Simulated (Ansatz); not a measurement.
Geometry optimisation, Ansatz, UKS PBE0/STO-3G.

input.yaml

```yaml
crystal:
  periodic: [false, false, false]
  atoms:
    - { symbol: C, position_ang: [-0.6738, -0.7756, 1.4199] }
    - { symbol: C, position_ang: [-0.1923, 0.5531, 0.9186] }
    - { symbol: C, position_ang: [-0.744, 1.3511, -0.0307] }
    - { symbol: F, position_ang: [-1.7527, 0.9836, -0.6685] }
    - { symbol: C, position_ang: [0.6277, 0.8383, -0.2472] }
    - { symbol: C, position_ang: [0.902, -0.1424, -1.2918] }
    - { symbol: H, position_ang: [0.0521, -1.5214, 1.3088] }
    - { symbol: H, position_ang: [-1.5839, -1.0231, 0.8606] }
    - { symbol: H, position_ang: [-0.9741, -0.6301, 2.511] }
    - { symbol: H, position_ang: [1.4357, 1.5517, -0.0662] }
    - { symbol: H, position_ang: [1.1148, 0.3472, -2.2153] }
    - { symbol: H, position_ang: [0.0823, -0.8331, -1.4489] }
    - { symbol: H, position_ang: [1.7267, -0.7339, -1.0355] }
magnetization:
  spin_polarized: true
basis:
  gaussian: { orbitals: STO-3G }
hamiltonian:
  xc: pbe0
relax:
  f_tol: 0.02
  max_steps: 40
output:
  orbitals: {}
```

Command:

```bash
$ ansatz run input.yaml --threads 1 --pin off --max-ram 2048MiB --backend cpu --events-out ev --progress --plain --runs-dir out
```

Where does it end, and by what steps?

It converged. The force dipped under the threshold on the way, but the program's further checks kept it going. Limits of this set-up: minimal basis. After 20 steps the energy has fallen by 2.471 eV; H8 moved furthest, 1.13 Å.

| step | energy less start (eV) | largest force component (eV/Å) | accepted |
| --- | --- | --- | --- |
| 0 | 0.0000 | 7.574 | yes |
| 1 | -1.2650 | 2.346 | yes |
| 2 | -1.6353 | 1.468 | yes |
| 3 | -1.9018 | 2.083 | yes |
| 4 | -2.1467 | 2.032 | yes |
| 5 | -2.2674 | 1.348 | yes |
| 6 | -2.3866 | 1.089 | yes |
| 7 | -2.4316 | 0.620 | yes |
| 8 | -2.3348 | 2.314 | no |
| 9 | -2.4483 | 0.192 | yes |
| 10 | -2.4491 | 0.199 | yes |
| 11 | -2.4590 | 0.146 | yes |
| 12 | -2.4627 | 0.097 | yes |
| 13 | -2.4655 | 0.150 | yes |
| 14 | -2.4692 | 0.119 | yes |
| 15 | -2.4688 | 0.423 | no |
| 16 | -2.4703 | 0.027 | yes |
| 17 | -2.4707 | 0.101 | yes |
| 18 | -2.4710 | 0.040 | yes |
| 19 | -2.4712 | 0.007 | yes |
| 20 | -2.4712 | 0.014 | yes |

```xyz
13
Properties=species:S:1:pos:R:3
C -0.788 -0.862 1.684
C -0.568 0.113 0.569
C -0.987 0.994 -0.310
F -1.990 1.688 -0.866
C 0.500 0.740 -0.343
C 1.171 -0.064 -1.471
H -0.455 -1.871 1.393
H -1.853 -0.910 1.952
H -0.216 -0.568 2.579
H 1.174 1.499 0.090
H 1.493 0.602 -2.283
H 0.480 -0.808 -1.885
H 2.060 -0.589 -1.094
```

Time of the run: 4.2 min on 1 CPU thread of a shared host.
